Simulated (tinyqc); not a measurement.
Worked calculation: UHF in the sto-3g basis, for H2O+, spin multiplicity 2. Computed by tinyqc, a small Python program that keeps every step (integrals from PySCF). Settings: charge = 1, multiplicity = 2, basis = sto-3g, energy threshold = 1e-09, iteration cap = 64, orthogonalisation = symmetric, start = atomic densities, DIIS depth = 3, damping = 0.7, shift = 1.0, method = UHF. Command: `OMP_NUM_THREADS=1 python tinyqc.py 21594 21595 out.jsonl` (the two numbers bound the seeds that draw the settings). One thread of a shared host (Intel(R) Xeon(R) Processor @ 2.60GHz), about 0.2 s of CPU time with the checks.

Geometry (angstrom):

| atom | x | y | z |
|---|---|---|---|
| O | 0.000000 | 0.000000 | 0.000000 |
| H | 0.000000 | 0.975000 | 0.834000 |
| H | 0.000000 | -0.975000 | 0.834000 |

Stop when the energy changes by less than 1e-09 hartree and every element of the error matrix X^T (F D S - S D F) X (for each spin) is below 9e-06.

Course of the cycle:

| iteration | E (hartree) | change | largest element of the error matrix |
|---|---|---|---|
| 1 | -70.03687018 | - | 3.28e-01 |
| 2 | -71.36000313 | -1.32e+00 | 2.38e-01 |
| 3 | -72.29668391 | -9.37e-01 | 1.64e-01 |
| 4 | -72.96827855 | -6.72e-01 | 1.23e-01 |
| 5 | -73.44698161 | -4.79e-01 | 9.64e-02 |
| 6 | -73.78595997 | -3.39e-01 | 7.59e-02 |
| 7 | -74.02538177 | -2.39e-01 | 5.92e-02 |
| 8 | -74.19399076 | -1.69e-01 | 4.67e-02 |
| 9 | -74.31242258 | -1.18e-01 | 3.63e-02 |
| 10 | -74.39581451 | -8.34e-02 | 2.85e-02 |
| 11 | -74.45461003 | -5.88e-02 | 2.24e-02 |
| 12 | -74.49608811 | -4.15e-02 | 1.77e-02 |
| 13 | -74.52526296 | -2.92e-02 | 1.43e-02 |
| 14 | -74.54573014 | -2.05e-02 | 1.17e-02 |
| ... | ... | ... | ... |
| 51 | -74.59444924 | -1.98e-07 | 7.42e-05 |
| 52 | -74.59444939 | -1.48e-07 | 6.43e-05 |
| 53 | -74.59444950 | -1.08e-07 | 5.55e-05 |
| 54 | -74.59444958 | -7.96e-08 | 4.78e-05 |
| 55 | -74.59444963 | -5.76e-08 | 4.20e-05 |
| 56 | -74.59444968 | -4.15e-08 | 3.71e-05 |
| 57 | -74.59444971 | -3.06e-08 | 3.27e-05 |
| 58 | -74.59444973 | -2.24e-08 | 2.85e-05 |
| 59 | -74.59444975 | -1.65e-08 | 2.49e-05 |
| 60 | -74.59444976 | -1.23e-08 | 2.16e-05 |
| 61 | -74.59444977 | -9.16e-09 | 1.87e-05 |
| 62 | -74.59444977 | -6.83e-09 | 1.62e-05 |
| 63 | -74.59444978 | -5.10e-09 | 1.40e-05 |
| 64 | -74.59444978 | -3.83e-09 | 1.20e-05 |

Can the last value be used, and what does the course show?

Not by the stop rule, although the second column moves by less than 1e-07 over the last three steps. Not converged within the cap of 64 iterations: the residual falls steadily but slowly, by a factor of about 0.87 a step. Reruns (cap 100 unless said): DIIS 8: converged in 13; damping 0.5: not converged; level shift 0.5: converged in 79; atomic densities as start, DIIS 8: converged in 13; the original settings with a cap of 400: converged in 69. PySCF UHF in the same basis, after a stability check = -74.59444979 hartree.
